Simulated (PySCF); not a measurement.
**Computed data sheet: 2-methylpropanoate, `CC(C)C(=O)[O-]`**

2-methylpropanoate, C4H7O2 (charge -1).
SMILES with atom numbers: `[CH3:1][CH:2]([CH3:3])[C:4](=[O:5])[O-:6]` (hydrogens: H7, H8, H9 on C1; H10 on C2; H11, H12, H13 on C3)

Some functional groups and rings: carboxylate.

**PBE0-D3(BJ)/def2-SVP geometry optimisation, gas phase (PySCF)**

* Rotational constants A, B, C: 4.908, 3.469, 2.166 GHz

From PBE0/pcSseg-1 ground state and GIAO shieldings, non-relativistic (PySCF):

* HOMO energy: -1.05 eV
* LUMO energy: 5.38 eV
* HOMO–LUMO gap: 6.43 eV
* Lowest Hirshfeld atomic charge: -0.43 e on O5/O6
* Highest Hirshfeld atomic charge: +0.11 e on C4
* 13C chemical shifts (computed TMS as zero) by class: 172.9 (C4), 37.2 (C2), 23.8 (C1/C3) ppm
* 1H chemical shifts (computed TMS as zero) by class: 1.34 (H10), 1.00 (H7/H8/H9/H11/H12/H13) ppm
* Isotropic shieldings of nuclei other than C and H, by class: 9 (O5/O6) ppm
* Mayer bond orders between heavy atoms: C1–C2 1.02, C2–C3 1.02, C2–C4 0.85, C4–O5 1.75, C4–O6 1.74

**B3LYP/pcJ-1 indirect spin-spin coupling, non-relativistic, gas phase; spin–dipole term left out (PySCF)**

- Largest of the computed one-bond spin–spin couplings (means over like bonds): 13C–1H +129.5 (C1–H7 and 5 like it), 13C–1H +122.0 (C2–H10), 13C–13C +43.3 (C2–C4), 13C–13C +39.3 (C1–C2 and 1 like it), 17O–13C +30.9 (O5–C4 and 1 like it) Hz

Monoisotopic mass of the ion (most abundant isotopes, electron mass counted): 87.0452 u.

With B = h/(8π²I), that is 505.379 GHz u Å² over I, the principal moments of inertia are 103.0, 145.7 and 233.4 u Å² (most abundant isotopes). The rotational constants make it an asymmetric top with κ = (2B − A − C)/(A − C) = -0.05, midway between the prolate (−1) and oblate (+1) limits.

 NMR classes are plain means over equivalent atoms (diastereotopic ones count apart unless rotation or inversion swaps them), as if these changed places fast; in this geometry the members of some classes differ. No diffuse functions stand in pcJ-1 and pcSseg-1, which bears on an anion's orbital energies.

Conformer computed: `[CH3:1][CH:2]([CH3:3])[C:4](=[O:5])[O-:6]`: C1–C2–C4–O5 -23°.

One conformer stands for the species.
